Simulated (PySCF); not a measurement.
# C3H8O2S: calculation and literature

Bonds (- single, = double, # triple, : aromatic): C1-C2 1.516 Å, C2-S3 1.799 Å, S3-C4 1.784 Å, S3=O5 1.462 Å, S3=O6 1.462 Å. C1 carries H7, H8, H9; C2 carries H10, H11; C4 carries H12, H13, H14.

What is known from experiment: δ ¹³C C2 48.2; C1 6.7 ppm (measured; solution, not stated per compound (mostly CDCl3 or CCl4); Pretsch, Buehlmann, Badertscher, Structure Determination of Organic Compounds, 4th ed. (2009)).

- PBE0-D3(BJ)/def2-SVP geometry
- σ from GIAO-PBE0/pcSseg-1
- run in PySCF 2.14.0 with density-fitted response routines
- equivalent nuclei averaged, no solvent, single conformer, relativity neglected

Q: Set the calculated values beside the experiment.

A: 
Reference values: measured (solution, not stated per compound (mostly CDCl3 or CCl4); Pretsch, Buehlmann, Badertscher, Structure Determination of Organic Compounds, 4th ed. (2009)).
| atoms | quantity | reference | computed | computed, scaled |
| --- | --- | --- | --- | --- |
| C2 | δ ¹³C | 48.2 | 53.7 | 51.2 |
| C1 | δ ¹³C | 6.7 | 5.0 | 4.1 |

Computed shifts are σ(ref) − σ with the named reference compound (TMS for H and C) calculated as an isolated molecule at the same level. The measured values may be among those fitted. Scaled to experiment by linear calibration (H and C: mostly CDCl3 data, vs TMS): ¹³C: δ = 177.62 − 0.967σ (rms 1.9 ppm, 903 shifts, 2.3 ppm with the 23 outliers that the fit left out). A few per cent of atoms miss by over 2 rms, more outside the fitted compound classes.

Q: How far are the unscaled ¹³C shifts from the references?

A: Mean signed difference +1.90 ppm, mean absolute 3.60 ppm over 2 comparisons; the largest is +5.5 ppm at C2 (sp3 CH2 bonded to S).

2 of the 4 published NMR values on file for this molecule are compared.
